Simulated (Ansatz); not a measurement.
# BH3O2: how energies converge with the basis set

How large a basis does BH3O2 need? Two functionals are run in growing sets.

The runs use Ansatz 0.2.0, Gaussian basis; one geometry, several basis sets.

Plan: PBE0-D4/def2-SVP; ωB97M-V/def2-SVP; PBE0-D4/def2-QZVPP; ωB97M-V/def2-QZVPP; the functionals' def2-TZVPP values are taken from earlier runs.

## 1. Structure used throughout

An earlier PBE0-D4 in a triple-zeta def2 set relaxation fixed the geometry.

SMILES `OBO`, 6 atoms, charge 0, spin multiplicity 1.

Atoms are counted from 1 here; the program's logs count them from 0.

Bond lengths: O1–B2 1.356 Å, O1–H4 0.958 Å, B2–O3 1.356 Å, B2–H5 1.205 Å, O3–H6 0.958 Å. Angles: B2–O1–H4 112.7°, O1–B2–O3 116.8°, O1–B2–H5 121.6°, O3–B2–H5 121.6°, B2–O3–H6 112.7°.

## 2. PBE0-D4 in def2-SVP

in.yaml

```yaml
crystal:
  periodic: [false, false, false]
  atoms:
    - {symbol: O, position_ang: [-1.176211, -0.524494, -0.251839]}
    - {symbol: B, position_ang: [0.049477, 0.028108, -0.072891]}
    - {symbol: O, position_ang: [0.580607, -0.053848, 1.172455]}
    - {symbol: H, position_ang: [-1.494726, -0.433523, -1.150617]}
    - {symbol: H, position_ang: [0.637775, 0.565587, -0.976143]}
    - {symbol: H, position_ang: [1.445180, 0.354069, 1.232835]}
basis:
  gaussian: {orbitals: def2-SVP}
hamiltonian: {xc: pbe0, dispersion: d4}
output: {orbitals: {seedname: orbitals}}
```

The runs that follow: ωB97M-V in def2-SVP; PBE0-D4 in def2-QZVPP; ωB97M-V in def2-QZVPP.

**Question.** What will the summary of the whole plan be? Wanted: PBE0-D4: double and triple zeta above quadruple; ωB97M-V: double and triple zeta above quadruple.

As calculated:

| quantity | value |
| --- | --- |
| PBE0-D4: double and triple zeta above quadruple | 6.12, 0.29 eV |
| ωB97M-V: double and triple zeta above quadruple | 6.26, 0.28 eV |

What this shows: PBE0-D4 gains 5.82 eV from double to triple zeta, then 0.29 eV more. Total energies overstate the basis error of differences, where much of it tends to cancel. The LUMO of ωB97M-V is positive and keeps falling with the basis (3.47 to 1.72 eV): an unbound level that the basis holds in place.
